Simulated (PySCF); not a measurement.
**Electronic absorption of 2-chloro-3-buten-1-ol**

Species: 2-chloro-3-buten-1-ol, C4H7ClO.
SMILES: `C=C[C@H](Cl)CO`

Computed with TDDFT B3LYP/def2-SVPD, vertical, gas phase, core orbitals frozen in the response in PySCF. The structure is a single GFN2-xTB conformer in the gas phase; no vibrational or solvent corrections. Torsions of this conformer, `[CH2:1]=[CH:2][C@H:3]([Cl:4])[CH2:5][OH:6]`: C1–C2–C3–Cl4 -109°, C2–C3–C5–O6 57°, H–O6–C5–C3 54°.

Problem. List the vertical singlet excitations with oscillator strengths and describe the spectrum.

Solution. 

```
state  E (eV)  ν̃ (cm⁻¹)      f  |μ| (D)  main configurations (H = HOMO, L = LUMO)
   S1    6.12      49370  0.017     0.85                    H-1→L (74%), H→L (25%)
   S2    6.43      51880  0.154     2.52       H→L (51%), H-1→L (16%), H-3→L (15%)
   S3    6.71      54080  0.020     0.90                               H-2→L (87%)
   S4    7.03      56680  0.058     1.47                  H-3→L (71%), H→L+2 (14%)
   S5    7.18      57880  0.012     0.68                H→L+1 (78%), H-1→L+1 (13%)
   S6    7.34      59190  0.052     1.36                H-1→L+1 (43%), H→L+2 (34%)
   S7    7.53      60710  0.036     1.13    H-1→L+1 (36%), H→L+2 (32%), H→L+3 (9%)
   S8    7.58      61100  0.018     0.80                             H-1→L+2 (77%)
```

Triplets, Tamm–Dancoff:

```json
{"state": "T1", "E (eV)": "4.37", "λ (nm)": "283.9", "main configurations (H = HOMO, L = LUMO)": "H→L (76%), H-1→L (9%)"}
{"state": "T2", "E (eV)": "5.88", "λ (nm)": "211.0", "main configurations (H = HOMO, L = LUMO)": "H-1→L (78%), H-3→L (12%)"}
{"state": "T3", "E (eV)": "6.17", "λ (nm)": "200.9", "main configurations (H = HOMO, L = LUMO)": "H-2→L (80%)"}
```

The lowest singlet lies at 6.12 eV (203 nm, ultraviolet) and is weak; its leading configuration is HOMO-1→LUMO (74%). The most intense listed level is S2 at 6.43 eV (193 nm, f = 0.154), 0.31 eV above S1. Löwdin shares by element: HOMO carbon 57% or more, oxygen 12%, chlorine 9% (atoms not listed hold the other 21%); LUMO carbon 61% or more, chlorine 24% (atoms not listed hold the other 15%). The oscillator strengths of these states sum to 0.368; summed over the whole spectrum of an exact calculation they would give the number of electrons, 56 (Thomas–Reiche–Kuhn). The listed states span 1.46 eV. Orbital energies (eV): HOMO-3 -8.81, HOMO-2 -8.67, HOMO-1 -8.03, HOMO -7.71, LUMO -0.87, LUMO+1 0.37, LUMO+2 0.46. Only the lowest 8 singlets were computed, as vertical energies without vibronic structure.
